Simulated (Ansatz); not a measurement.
Species: sum formula HOCl, net charge 1, doublet state. SMILES of the parent species: OCl
Coordinates optimised at B3LYP-D3(BJ)/def2-TZVP (Ansatz, a program for electronic structure):
```xyz
3

O      0.0202     1.0198     0.0365
H     -0.9186     1.3475     0.0320
Cl     0.0445    -0.5592    -0.0191
```
Charge +1, spin multiplicity 2.

Q: Give the harmonic wavenumbers at B3LYP-D3(BJ)/def2-TZVP (Ansatz, finite differences of forces, unscaled).

A: 913, 1255, 3446 cm⁻¹. Zero-point energy 8.0 kcal/mol.

Q: From these and the geometry, give the ideal-gas thermochemistry at 298.15 K and 1 atm (rigid rotor, harmonic oscillator).

A: Point group Cs, rotational symmetry number 1. Rotational constants 630.6, 17.07, 16.62 GHz. S(trans) 37.79, S(rot) 18.14, S(vib) 0.17, S(elec, spin only) 1.38, S 57.5 cal/(mol K). H(298) - H(0) 2.41 kcal/mol; G - E(el) -6.7 kcal/mol.
